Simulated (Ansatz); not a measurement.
# BP (triplet): PBE0, B3LYP over a scan of the distance B1–P2, 6-31G

Aim: run BP (triplet) with these functionals over a scan of the distance B1–P2, and hold them against the top wave-function level at the same points.

Method: 6-31G, all electrons in the functionals; program: Ansatz 0.2.0, Gaussian basis.

The runs, in order: PBE0, B3LYP, at 1.396 Å; 1.585 Å; 1.736 Å; 1.895 Å; 2.122 Å; 2.375 Å; 2.843 Å; 3.290 Å; 3.849 Å; 4.788 Å; 5.805 Å.

22 further runs of the same task are left out: 1 for a known fault of the program, 16 that didn't finish, 5 set aside as unsound or not needed. Runs told in other sessions of the task aren't counted.

## 1. The system

The geometry derives from a PBE0/def2-TZVP stationary point (not a proven minimum). One bond is set to the value named and the two fragments are kept rigid.

2 atoms, charge 0, spin multiplicity 3.

Atoms are counted from 1 here; the program's logs count them from 0.

Bond lengths: B1–P2 1.736 Å.

No dispersion term is added. B3LYP takes the VWN-RPA correlation.

The geometry shown and the zero of energy belong to the point 1.736 Å. The yardstick, FCI, and other wave-function levels (R restricted, U unrestricted, valence and pair active spaces) come from earlier runs.

## 2. PBE0, 1.396 Å

in.yaml reads:

```yaml
crystal:
  periodic: [false, false, false]
  atoms:
    - {symbol: B, position_ang: [0.000000, 0.000000, 0.000000]}
    - {symbol: P, position_ang: [0.000000, 0.000000, 1.396000]}
basis:
  gaussian: {orbitals: 6-31G}
magnetization: {spin_polarized: true, initial_magnetization: 2}
hamiltonian: {xc: {name: PBE0}}
output: {orbitals: {seedname: orbitals}}
```

Started as:

```
$ ansatz run in.yaml --threads 1 --pin off --events-out ev --progress --plain --max-ram 2393MiB
```

The runs that follow: PBE0, 1.585 Å; PBE0, 1.736 Å; PBE0, 1.895 Å; PBE0, 2.122 Å; PBE0, 2.375 Å; PBE0, 2.843 Å; PBE0, 3.290 Å; PBE0, 3.849 Å; PBE0, 4.788 Å; PBE0, 5.805 Å; B3LYP, 1.396 Å; B3LYP, 1.585 Å; B3LYP, 1.736 Å; B3LYP, 1.895 Å; B3LYP, 2.122 Å; B3LYP, 2.375 Å; B3LYP, 2.843 Å; B3LYP, 3.290 Å; B3LYP, 3.849 Å; B3LYP, 4.788 Å; B3LYP, 5.805 Å.

**Question.** What will the summary of the whole plan be? Wanted: span of the FCI curve; largest miss, PBE0; largest miss, B3LYP.

As calculated:

| quantity | value |
| --- | --- |
| span of the FCI curve | 94.8 kcal/mol |
| largest miss, PBE0 | +17.6 kcal/mol (5.805 Å) |
| largest miss, B3LYP | +16.3 kcal/mol (5.805 Å) |

What this shows: Of the functionals, B3LYP keep the smallest largest miss at the points compared (at most 16.3 kcal/mol) and PBE0 strays most (17.6 kcal/mol, at 5.805 Å). PBE0, B3LYP clearly break the spin symmetry at some points (⟨S²⟩ up to 1.00 above the pure value), so energy there is bought with a mixed spin. Functionals and the yardstick converge differently with the basis, so part of each miss in 6-31G is the basis.
